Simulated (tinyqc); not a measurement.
Inside a calculation (part 2 of 2). Method: CIS and TDHF on RHF in the sto-6g basis, for H2F+, spin multiplicity 1. Computed by tinyqc, a small Python program that keeps every step (integrals from PySCF). Command: `OMP_NUM_THREADS=1 python tinyqc.py 31906 31907 out.jsonl` (the two numbers bound the seeds that draw the settings). One thread of a shared host (Intel(R) Xeon(R) Processor @ 2.60GHz), about 0.1 s of CPU time with the checks.

Geometry (angstrom):
```
atom         x          y         z
F     0.000000   0.000000  0.000000
H     0.000000   0.756000  0.506000
H     0.000000  -0.756000  0.506000
```

## CIS singlet states

CIS matrix A, singlet (hartree):
```
           1>6        1>7        2>6        2>7        3>6        3>7        4>6        4>7
1>6  26.353746   0.000000   0.011321   0.000000   0.000000   0.023163  -0.013753   0.000000
1>7   0.000000  26.418549   0.000000   0.041727   0.002252   0.000000   0.000000  -0.021005
2>6   0.011321   0.000000   1.747129   0.000000   0.000000  -0.052017   0.049240   0.000000
2>7   0.000000   0.041727   0.000000   1.826755   0.041800   0.000000   0.000000  -0.032905
3>6   0.000000   0.002252   0.000000   0.041800   0.871793   0.000000   0.000000  -0.033742
3>7   0.023163   0.000000  -0.052017   0.000000   0.000000   1.170502  -0.103875   0.000000
4>6  -0.013753   0.000000   0.049240   0.000000   0.000000  -0.103875   0.737063   0.000000
4>7   0.000000  -0.021005   0.000000  -0.032905  -0.033742   0.000000   0.000000   0.831034
5>6   0.000000   0.000000   0.000000   0.000000   0.000000   0.000000   0.000000   0.000000
5>7   0.000000   0.000000   0.000000   0.000000   0.000000   0.000000   0.000000   0.000000

          5>6       5>7
1>6  0.000000  0.000000
1>7  0.000000  0.000000
2>6  0.000000  0.000000
2>7  0.000000  0.000000
3>6  0.000000  0.000000
3>7  0.000000  0.000000
4>6  0.000000  0.000000
4>7  0.000000  0.000000
5>6  0.617581  0.000000
5>7  0.000000  0.724800
```

dipole integrals <i|r|a> (bohr):
```
            x          y          z
1>6  0.000000   0.000000   0.027366
1>7  0.000000  -0.041803   0.000000
2>6  0.000000   0.000000  -0.079440
2>7  0.000000   0.129550   0.000000
3>6  0.000000  -0.756442   0.000000
3>7  0.000000   0.000000   0.492207
4>6  0.000000   0.000000  -0.333178
4>7  0.000000   0.506117   0.000000
5>6  0.016453   0.000000   0.000000
5>7  0.000000   0.000000   0.000000
```

Diagonalise A (1 hartree = 27.211386 eV); each vector has its largest component positive (the first on a tie). The transition dipole is mu = sqrt2 sum c_ia <i|r|a>.

singlet excitation energies (eV): 16.805234  19.378736  19.722820  22.093357  24.160641  32.308870  47.760740  49.788416  717.122879  718.887749

lowest vectors:
```
      state 1    state 2   state 3   state 4    state 5    state 6
1>6  0.000000   0.000343  0.000000  0.000000   0.000000  -0.001059
1>7  0.000000   0.000000  0.000000  0.000660  -0.000385   0.000000
2>6  0.000000  -0.035508  0.000000  0.000000   0.000000   0.108918
2>7  0.000000   0.000000  0.000000  0.008260  -0.055840   0.000000
3>6  0.000000   0.000000  0.000000  0.486519   0.872522   0.000000
3>7  0.000000   0.217034  0.000000  0.000000   0.000000   0.971159
4>6  0.000000   0.975518  0.000000  0.000000   0.000000  -0.212099
4>7  0.000000   0.000000  0.000000  0.873631  -0.485373   0.000000
5>6  1.000000   0.000000  0.000000  0.000000   0.000000   0.000000
5>7  0.000000   0.000000  1.000000  0.000000   0.000000   0.000000
```

oscillator strengths 2/3 w |mu|^2: 0.000223  0.044042  0.000000  0.006118  0.986574  0.461628

## TDHF (RPA) singlet states

Two-electron integrals over orbitals (pq|rs), unique and non-zero (hartree):
```
(11|11) 5.380202    (21|11) -0.511418   (21|21) 0.079070    (22|11) 1.217709
(22|21) -0.019582   (22|22) 0.867840    (31|31) 0.017918    (32|31) 0.026126
(32|32) 0.163648    (33|11) 1.007174    (33|21) -0.007517   (33|22) 0.775046
(33|33) 0.761571    (41|11) 0.149669    (41|21) -0.019311   (41|22) 0.016856
(41|33) 0.005124    (41|41) 0.031094    (42|11) -0.090241   (42|21) 0.009662
(42|22) 0.017733    (42|33) -0.003762   (42|41) 0.029583    (42|42) 0.156964
(43|31) -0.004453   (43|32) 0.002357    (43|43) 0.048053    (44|11) 1.188164
(44|21) -0.015220   (44|22) 0.823644    (44|33) 0.734325    (44|41) -0.012746
(44|42) -0.093972   (44|44) 0.930302    (51|51) 0.030418    (52|51) 0.038743
(52|52) 0.179910    (53|53) 0.039458    (54|51) -0.010615   (54|52) -0.037316
(54|54) 0.057720    (55|11) 1.265969    (55|21) -0.013306   (55|22) 0.881232
(55|33) 0.761244    (55|41) 0.003717    (55|42) -0.047001   (55|44) 0.851350
(55|55) 0.998085    (61|11) -0.255625   (61|21) 0.041887    (61|22) -0.004764
(61|33) -0.002486   (61|41) 0.002072    (61|42) 0.019232    (61|44) -0.014984
(61|55) -0.006093   (61|61) 0.027954    (62|11) 0.331716    (62|21) -0.009224
(62|22) 0.158484    (62|33) 0.099654    (62|41) 0.018068    (62|42) 0.035444
(62|44) 0.117934    (62|55) 0.164255    (62|61) 0.002504    (62|62) 0.085332
(63|31) 0.004623    (63|32) -0.026536   (63|43) -0.015047   (63|63) 0.064570
(64|11) 0.228610    (64|21) -0.001755   (64|22) 0.119811    (64|33) 0.072684
(64|41) 0.006815    (64|42) -0.002359   (64|44) 0.130273    (64|55) 0.122668
(64|61) 0.002169    (64|62) 0.060155    (64|64) 0.059452    (65|51) 0.015610
(65|52) 0.057922    (65|54) 0.003378    (65|65) 0.029498    (66|11) 0.737329
(66|21) -0.006312   (66|22) 0.600267    (66|33) 0.575856    (66|41) 0.018092
(66|42) 0.071071    (66|44) 0.550850    (66|55) 0.569198    (66|61) 0.004356
(66|62) 0.062030    (66|64) 0.030091    (66|66) 0.559024    (71|31) -0.018505
(71|32) -0.025518   (71|43) 0.004755    (71|63) -0.004492   (71|71) 0.019141
(72|31) -0.017051   (72|32) -0.057272   (72|43) 0.026311    (72|63) -0.030269
(72|71) 0.016855    (72|72) 0.053988    (73|11) -0.422268   (73|21) 0.008634
(73|22) -0.191755   (73|33) -0.159092   (73|41) 0.001653    (73|42) 0.060108
(73|44) -0.203111   (73|55) -0.221061   (73|61) 0.005963    (73|62) -0.077178
(73|64) -0.071330   (73|66) -0.022847   (73|73) 0.156368    (74|31) 0.008655
(74|32) 0.060680    (74|43) -0.013966   (74|63) -0.036264   (74|71) -0.008785
(74|72) -0.012070   (74|74) 0.048806    (75|53) -0.025260   (75|75) 0.019955
(76|31) -0.011237   (76|32) -0.102339   (76|43) -0.038785   (76|63) 0.077331
(76|71) 0.011101    (76|72) -0.009140   (76|74) -0.057391   (76|76) 0.155605
(77|11) 0.832933    (77|21) -0.008017   (77|22) 0.635986    (77|33) 0.638775
(77|41) 0.003434    (77|42) 0.008765    (77|44) 0.613619    (77|55) 0.620926
(77|61) -0.003282   (77|62) 0.053682    (77|64) 0.028078    (77|66) 0.554570
(77|73) -0.072888   (77|77) 0.599085
```

B(ia,jb) = 2 (ia|jb) - (ib|ja); the squared energies are the eigenvalues of (A - B)(A + B); 1 hartree = 27.211386 eV.

TDHF matrix B, singlet (hartree):
```
          1>6        1>7        2>6        2>7        3>6        3>7        4>6        4>7
1>6  0.027954   0.000000   0.002504   0.000000   0.000000   0.016418   0.002169   0.000000
1>7  0.000000   0.019141   0.000000   0.016855  -0.014947   0.000000   0.000000  -0.008785
2>6  0.002504   0.000000   0.085332   0.000000   0.000000  -0.124086   0.060155   0.000000
2>7  0.000000   0.016855   0.000000   0.053988   0.016639   0.000000   0.000000  -0.012070
3>6  0.000000  -0.014947   0.000000   0.016639   0.064570   0.000000   0.000000  -0.001197
3>7  0.016418   0.000000  -0.124086   0.000000   0.000000   0.156368  -0.106396   0.000000
4>6  0.002169   0.000000   0.060155   0.000000   0.000000  -0.106396   0.059452   0.000000
4>7  0.000000  -0.008785   0.000000  -0.012070  -0.001197   0.000000   0.000000   0.048806
5>6  0.000000   0.000000   0.000000   0.000000   0.000000   0.000000   0.000000   0.000000
5>7  0.000000   0.000000   0.000000   0.000000   0.000000   0.000000   0.000000   0.000000

          5>6       5>7
1>6  0.000000  0.000000
1>7  0.000000  0.000000
2>6  0.000000  0.000000
2>7  0.000000  0.000000
3>6  0.000000  0.000000
3>7  0.000000  0.000000
4>6  0.000000  0.000000
4>7  0.000000  0.000000
5>6  0.029498  0.000000
5>7  0.000000  0.019955
```

squared energies w^2 (hartree^2): 0.380536  0.502365  0.524937  0.656501  0.784469  1.358504  3.040730  3.343987  694.520379  697.942919

TDHF energies from the positive w^2 (eV): 16.786054  19.286800  19.715344  22.047961  24.101192  31.716200  47.450373  49.760295  717.122194  718.886983

## CIS matrix, triplets

orbital energies (hartree): MO1 -26.994304, MO2 -2.135869, MO3 -1.277645, MO4 -1.128145, MO5 -1.086920, MO6 0.040863, MO7 0.218896

A(ia,jb) = (e_a - e_i) d_ij d_ab - (ij|ab).

CIS matrix A, triplet (hartree):
```
           1>6        1>7        2>6        2>7       3>6       3>7        4>6        4>7
1>6  26.297838   0.000000   0.006312   0.000000  0.000000  0.011237  -0.018092   0.000000
1>7   0.000000  26.380267   0.000000   0.008017  0.011237  0.000000   0.000000  -0.003434
2>6   0.006312   0.000000   1.576465   0.000000  0.000000  0.102339  -0.071071   0.000000
2>7   0.000000   0.008017   0.000000   1.718779  0.102339  0.000000   0.000000  -0.008765
3>6   0.000000   0.011237   0.000000   0.102339  0.742652  0.000000   0.000000   0.038785
3>7   0.011237   0.000000   0.102339   0.000000  0.000000  0.857765   0.038785   0.000000
4>6  -0.018092   0.000000  -0.071071   0.000000  0.000000  0.038785   0.618158   0.000000
4>7   0.000000  -0.003434   0.000000  -0.008765  0.038785  0.000000   0.000000   0.733422
5>6   0.000000   0.000000   0.000000   0.000000  0.000000  0.000000   0.000000   0.000000
5>7   0.000000   0.000000   0.000000   0.000000  0.000000  0.000000   0.000000   0.000000

          5>6       5>7
1>6  0.000000  0.000000
1>7  0.000000  0.000000
2>6  0.000000  0.000000
2>7  0.000000  0.000000
3>6  0.000000  0.000000
3>7  0.000000  0.000000
4>6  0.000000  0.000000
4>7  0.000000  0.000000
5>6  0.558586  0.000000
5>7  0.000000  0.684890
```

## CIS triplet states

Diagonalise A (1 hartree = 27.211386 eV); each vector has its largest component positive (the first on a tie).

triplet excitation energies (eV): 15.199895  16.439350  18.636800  18.863687  21.012790  23.215189  43.404669  47.059685  715.601147  717.843842

lowest vectors:
```
      state 1    state 2   state 3    state 4    state 5    state 6
1>6  0.000000   0.000748  0.000000   0.000000   0.000000  -0.000261
1>7  0.000000   0.000000  0.000000  -0.000380  -0.000189   0.000000
2>6  0.000000   0.091115  0.000000   0.000000   0.000000  -0.118403
2>7  0.000000   0.000000  0.000000  -0.076744  -0.068815   0.000000
3>6  0.000000   0.000000  0.000000   0.709059   0.697590   0.000000
3>7  0.000000  -0.186390  0.000000   0.000000   0.000000   0.973332
4>6  0.000000   0.978241  0.000000   0.000000   0.000000   0.196483
4>7  0.000000   0.000000  0.000000  -0.700960   0.713185   0.000000
5>6  1.000000   0.000000  0.000000   0.000000   0.000000   0.000000
5>7  0.000000   0.000000  1.000000   0.000000   0.000000   0.000000
```

## TDHF (RPA) triplet states

B(ia,jb) = - (ib|ja); the squared energies are the eigenvalues of (A - B)(A + B); 1 hartree = 27.211386 eV.

TDHF matrix B, triplet (hartree):
```
           1>6        1>7        2>6        2>7        3>6        3>7        4>6        4>7
1>6  -0.027954   0.000000  -0.002504   0.000000   0.000000   0.004492  -0.002169   0.000000
1>7   0.000000  -0.019141   0.000000  -0.016855  -0.005963   0.000000   0.000000   0.008785
2>6  -0.002504   0.000000  -0.085332   0.000000   0.000000   0.030269  -0.060155   0.000000
2>7   0.000000  -0.016855   0.000000  -0.053988   0.077178   0.000000   0.000000   0.012070
3>6   0.000000  -0.005963   0.000000   0.077178  -0.064570   0.000000   0.000000   0.071330
3>7   0.004492   0.000000   0.030269   0.000000   0.000000  -0.156368   0.036264   0.000000
4>6  -0.002169   0.000000  -0.060155   0.000000   0.000000   0.036264  -0.059452   0.000000
4>7   0.000000   0.008785   0.000000   0.012070   0.071330   0.000000   0.000000  -0.048806
5>6   0.000000   0.000000   0.000000   0.000000   0.000000   0.000000   0.000000   0.000000
5>7   0.000000   0.000000   0.000000   0.000000   0.000000   0.000000   0.000000   0.000000

           5>6        5>7
1>6   0.000000   0.000000
1>7   0.000000   0.000000
2>6   0.000000   0.000000
2>7   0.000000   0.000000
3>6   0.000000   0.000000
3>7   0.000000   0.000000
4>6   0.000000   0.000000
4>7   0.000000   0.000000
5>6  -0.029498   0.000000
5>7   0.000000  -0.019955
```

squared energies w^2 (hartree^2): 0.311148  0.351802  0.461194  0.468676  0.593461  0.703946  2.534431  2.981189  691.576448  695.917771

TDHF energies from the positive w^2 (eV): 15.178686  16.139868  18.479592  18.628888  20.962670  22.830754  43.320245  46.983506  715.600712  717.843265
